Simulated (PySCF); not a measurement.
# BClH3P: the cost of one run

Computed with PySCF 2.14.0, with density-fitted response routines of our own, on a single molecule in the gas phase. Atoms count from 0, in the outputs and in this text.

## (1) The starting structure

6 atoms, charge 0, multiplicity 1; geometry from: GFN2-xTB. The atoms were then displaced at random by about 0.01 Å, so the start is not that level's minimum.

Bonds of the start (Å): P0–B1 1.86, B1–Cl2 1.68, P0–H3 1.35, P0–H4 1.40, B1–H5 1.18.

## (2) Optimising the geometry at PBE0-D3(BJ)/def2-SVP

What the job is given:

```
{"job": {"xc": "PBE0", "basis": "def2-SVP", "d3": "d3bj", "grid": 1, "shake": 0.01, "kind": "geom"}, "charge": 0, "multiplicity": 1}
P     -0.966000    -0.187200    -0.554130
B      0.777400     0.254260    -0.069180
Cl     1.900060    -0.979390     0.152880
H     -1.181030    -1.244990     0.258380
H     -1.655570     0.750190     0.216720
H      1.149310     1.377120    -0.049340
```

Launch:

```bash
$ OMP_NUM_THREADS=1 python probes_run.py task.json out
```

One launch serves the whole session: the jobs run in the order shown.

**Question.** How long does this first job take on 1 thread of Arm Neoverse V1, shared host, and how much memory does it need?

About 7 s, with a peak of 0.29 GiB.
